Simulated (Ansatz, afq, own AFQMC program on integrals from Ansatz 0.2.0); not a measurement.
Where AFQMC and coupled cluster stand for CHAl, triplet

```xyz
3

Al    0.0000    0.0000    0.1051
C     0.0000    0.0000   -1.8111
H     0.0000    0.0000    1.7060
```

Connectivity, by distances: AlH–C.

Basis 6-31G. Only valence electrons are correlated. Ansatz 0.2.0 and our own AFQMC program on the same integrals; the CISD trial comes from CCSD amplitudes, and released means the phaseless constraint is let go. Uncertainties: one standard error, sampling alone.

Determinant: ROHF, the one that the program's search chose, which needn't be the lowest solution. The geometry is a point of a scan.

Full CI on the same integrals is exact in this basis and with this determinant's frozen core.

Cautions: lower spins were not checked; a spin-contaminated unrestricted determinant lies lower (UHF 315 meV lower, ⟨S²⟩ 2.74); raised T1 diagnostic (T1 0.045, weight of the determinant 0.87, largest double 0.08); the released energies are still falling, so no released level is given (meV from the phaseless value at times in 1/Eh: -3 ± 4 at 0.24, -13 ± 4 at 0.51, -15 ± 4 at 0.99, -29 ± 3 at 1.62, -36 ± 4 at 2.40); the ph-AFQMC/CISD walk drifts between its halves (2.7 errors).

```
T1 diagnostic                               : 0.0452
weight of the determinant in the CISD state : 0.873
size of the correlated space                : 8 electrons in 18 orbitals
```

Reference: full CI, correlation energy -3.425 eV.

```json
{"level": "HF", "E − E(reference) (kcal/mol)": "78.98", "share of correlation (%)": "0.00"}
{"level": "MP2", "E − E(reference) (kcal/mol)": "20.38", "share of correlation (%)": "74.19"}
{"level": "CCSD", "E − E(reference) (kcal/mol)": "5.05", "share of correlation (%)": "93.60"}
{"level": "CCSD(T)", "E − E(reference) (kcal/mol)": "1.52", "share of correlation (%)": "98.08"}
{"level": "CCSDT", "E − E(reference) (kcal/mol)": "0.37", "share of correlation (%)": "99.54"}
{"level": "CCSDT(Q)", "E − E(reference) (kcal/mol)": "0.02", "share of correlation (%)": "99.97"}
{"level": "CCSDTQ", "E − E(reference) (kcal/mol)": "0.02", "share of correlation (%)": "99.97"}
{"level": "ph-AFQMC/HF", "E − E(reference) (kcal/mol)": "4.22 ± 0.51", "share of correlation (%)": "94.65"}
{"level": "ph-AFQMC/CISD", "E − E(reference) (kcal/mol)": "1.16 ± 0.10", "share of correlation (%)": "98.54"}
```

CCSDT and higher add their correlation energy to the determinant of the CCSD(T) run, since their own runs factorise the integrals more tightly (a shift of under 2 meV). A walk keeps the symmetry of its determinant, which the program's search chose and which needn't be the lowest solution, so a lower state of the same spin and another symmetry isn't excluded.
